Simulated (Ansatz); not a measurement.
# C4H8O2: ionisation energy by level of theory

One table from this session's results is given with a row withheld; the runs are named, their logs left out.

Method: unrestricted cation, the program's frozen cores in correlated methods; program: Ansatz 0.2.0, Gaussian basis.

The runs, in order: UKS PBE-D4/def2-TZVPP; UKS r2SCAN-D4/def2-TZVPP; UKS PBE0-D4/def2-TZVPP; UKS B3LYP-D4/def2-TZVPP; UKS wB97X-V/def2-TZVPP; UKS wB97M-V/def2-TZVPP; UKS B2PLYP/def2-TZVPP; UHF-CCSD(T)/def2-TZVPP; UHF-MP2/def2-QZVPP; extrapolation to the limit; then −ε(HOMO) from the neutral's earlier runs with LDA (SPW92), PBE-D4, revPBE-D4, BLYP-D4, r2SCAN-D4, B97M-V, PBE0-D4, B3LYP-D4, r2SCANh-D4, r2SCAN0-D4, HSE06-D4, BHLYP-D4, CAM-B3LYP-D4, LC-ωPBE, ωB97X-V, ωB97M-V.

## The relaxed structure

The geometry comes from an earlier relaxation with PBE0-D4 in a triple-zeta def2 set; it is a stationary point, not always the lowest conformer.

SMILES `C=C(OC)OC`, 14 atoms, charge 0, spin multiplicity 1.

Atoms are counted from 1 here; the program's logs count them from 0.

Bond lengths: C1–C2 1.336 Å, C1–H7 1.077 Å, C1–H8 1.079 Å, C2–O3 1.343 Å, C2–O5 1.342 Å, O3–C4 1.409 Å, C4–H9 1.088 Å, C4–H10 1.094 Å, C4–H11 1.094 Å, O5–C6 1.415 Å, C6–H12 1.089 Å, C6–H13 1.092 Å, C6–H14 1.092 Å. Angles: C2–C1–H7 122.0°, C2–C1–H8 118.8°, H7–C1–H8 119.2°, C1–C2–O3 126.9°, C1–C2–O5 120.9°, O3–C2–O5 112.2°, C2–O3–C4 116.8°, O3–C4–H9 106.3°, O3–C4–H10 110.8°, O3–C4–H11 110.8°, H9–C4–H10 109.8°, H9–C4–H11 109.8°, H10–C4–H11 109.3°, C2–O5–C6 118.9°, O5–C6–H12 105.3°, O5–C6–H13 111.7°, O5–C6–H14 111.7°, H12–C6–H13 109.6° and more.

Set-up of the first run:

in.yaml

```yaml
crystal:
  periodic: [false, false, false]
  atoms:
    - {symbol: C, position_ang: [-1.239282, -0.987896, -0.905556]}
    - {symbol: C, position_ang: [-0.437088, -0.038160, -0.417620]}
    - {symbol: O, position_ang: [0.490806, -0.182343, 0.542166]}
    - {symbol: C, position_ang: [0.637707, -1.469116, 1.096675]}
    - {symbol: O, position_ang: [-0.498573, 1.220091, -0.879403]}
    - {symbol: C, position_ang: [0.372279, 2.192067, -0.332529]}
    - {symbol: H, position_ang: [-1.204922, -2.003475, -0.548254]}
    - {symbol: H, position_ang: [-1.941876, -0.726058, -1.681430]}
    - {symbol: H, position_ang: [1.423586, -1.391424, 1.845722]}
    - {symbol: H, position_ang: [0.927971, -2.192795, 0.329104]}
    - {symbol: H, position_ang: [-0.292864, -1.797825, 1.569031]}
    - {symbol: H, position_ang: [0.137953, 3.116149, -0.858199]}
    - {symbol: H, position_ang: [0.203780, 2.327708, 0.738200]}
    - {symbol: H, position_ang: [1.420533, 1.933087, -0.497907]}
basis:
  gaussian: {orbitals: def2-TZVPP}
total_charge: 1
magnetization: {spin_polarized: true, initial_magnetization: 1}
hamiltonian: {xc: pbe, dispersion: d4}
```

Command:

```
> ansatz run in.yaml --threads 2 --pin off --events-out ev --progress --plain --max-ram 22528MiB --backend cuda --devices 0, --max-vram 18GiB
```

Steps of the session up to this table: Cation, UKS PBE-D4/def2-TZVPP; Cation, UKS r2SCAN-D4/def2-TZVPP; Cation, UKS PBE0-D4/def2-TZVPP; Cation, UKS B3LYP-D4/def2-TZVPP; Cation, UKS wB97X-V/def2-TZVPP; Cation, UKS wB97M-V/def2-TZVPP; Cation, UKS B2PLYP (frozen core)/def2-TZVPP; Cation, UHF-CCSD(T)/def2-TZVPP; Cation, UHF-MP2/def2-QZVPP.

One of the session's tables, all rows but one given; the rest of the session is left out.

Orbital estimates, from the neutral's runs:

| functional | −ε(HOMO) (eV) |
| --- | --- |
| LDA (SPW92) | 4.99 |
| PBE-D4 | 4.80 |
| revPBE-D4 | 4.72 |
| BLYP-D4 | ? |
| r2SCAN-D4 | 5.00 |
| B97M-V | 5.06 |
| PBE0-D4 | 5.99 |
| B3LYP-D4 | 5.78 |
| r2SCANh-D4 | 5.45 |
| r2SCAN0-D4 | 6.14 |
| HSE06-D4 | 5.59 |
| BHLYP-D4 | 7.07 |
| CAM-B3LYP-D4 | 7.33 |
| LC-ωPBE | 8.65 |
| ωB97X-V | 8.31 |
| ωB97M-V | 8.24 |

Estimate the missing values for BLYP-D4.

Worked estimate for «−ε(HOMO) (eV)». Against the share of exact exchange, B3LYP-D4 (0.2, 5.78), BHLYP-D4 (0.5, 7.07) give a slope of 4.30 per unit share; at 0 the line stands at 4.92.

The run gave: −ε(HOMO) (eV): 4.67. In «−ε(HOMO) (eV)» the line misses by +0.25.
